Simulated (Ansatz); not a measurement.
# AlH7OSi: how energies converge with the basis set

An exercise on one series of results from a longer session: the logs are not shown, and one member is left open.

Computed with Ansatz 0.2.0, Gaussian basis. Level: one geometry, several basis sets.

Levels to be run: PBE0-D4/def2-SVP; ωB97M-V/def2-SVP; PBE0-D4/def2-QZVPP; ωB97M-V/def2-QZVPP; CCSD(T)/cc-pV(D+d)Z; CCSD(T)/cc-pV(T+d)Z; CCSD(T)/cc-pV(Q+d)Z; the functionals' def2-TZVPP values are taken from earlier runs.

### The geometry

All runs share one geometry, relaxed beforehand with PBE0-D4 in a triple-zeta def2 set.

SMILES `[AlH3-][OH+][SiH3]`, 10 atoms, charge 0, spin multiplicity 1.

Atoms are counted from 1 here; the program's logs count them from 0.

Bond lengths: Al1–O2 1.971 Å, Al1–H4 1.595 Å, Al1–H5 1.595 Å, Al1–H6 1.615 Å, O2–Si3 1.703 Å, O2–H7 0.960 Å, Si3–H8 1.474 Å, Si3–H9 1.474 Å, Si3–H10 1.486 Å. Angles: O2–Al1–H4 103.4°, O2–Al1–H5 103.2°, O2–Al1–H6 88.5°, H4–Al1–H5 118.6°, H4–Al1–H6 117.5°, H5–Al1–H6 117.5°, Al1–O2–Si3 116.9°, Al1–O2–H7 124.4°, Si3–O2–H7 118.6°, O2–Si3–H8 109.3°, O2–Si3–H9 109.5°, O2–Si3–H10 103.0°, H8–Si3–H9 113.4°, H8–Si3–H10 110.6°, H9–Si3–H10 110.5°.

Set-up of the first run:

The input, in.yaml:

```yaml
crystal:
  periodic: [false, false, false]
  atoms:
    - {symbol: Al, position_ang: [-1.137698, 0.826815, -0.907834]}
    - {symbol: O, position_ang: [0.615320, 0.029719, -0.485916]}
    - {symbol: Si, position_ang: [0.760110, -0.764063, 1.014334]}
    - {symbol: H, position_ang: [-1.595050, 0.043657, -2.219897]}
    - {symbol: H, position_ang: [-0.812811, 2.384378, -1.023513]}
    - {symbol: H, position_ang: [-1.679009, 0.282387, 0.512451]}
    - {symbol: H, position_ang: [1.387654, 0.084845, -1.053465]}
    - {symbol: H, position_ang: [-0.159411, -1.915367, 1.047814]}
    - {symbol: H, position_ang: [0.530338, 0.200187, 2.105270]}
    - {symbol: H, position_ang: [2.173757, -1.223660, 1.013756]}
basis:
  gaussian: {orbitals: def2-SVP}
hamiltonian: {xc: pbe0, dispersion: d4}
output: {orbitals: {seedname: orbitals}}
```

Command:

```sh
> ansatz run in.yaml --threads 2 --pin off --events-out ev --progress --plain --max-ram 32768MiB --backend cpu
```

Among the steps run: PBE0-D4 in def2-SVP; ωB97M-V in def2-SVP; PBE0-D4 in def2-QZVPP; ωB97M-V in def2-QZVPP.

One table of the session follows, with a row left open; its other results are not shown here.

It belongs to the step «Density functionals: the series». 

| functional | basis | HOMO (eV) |
| --- | --- | --- |
| PBE0-D4 | def2-SVP | ? |
| PBE0-D4 | def2-TZVPP | -7.56 |
| PBE0-D4 | def2-QZVPP | -7.56 |
| ωB97M-V | def2-SVP | -9.68 |
| ωB97M-V | def2-TZVPP | -9.80 |
| ωB97M-V | def2-QZVPP | -9.81 |

Q: Estimate the row for PBE0-D4, def2-SVP from the others.

As computed: HOMO (eV): -7.50. In the column «HOMO (eV)» it is the highest.
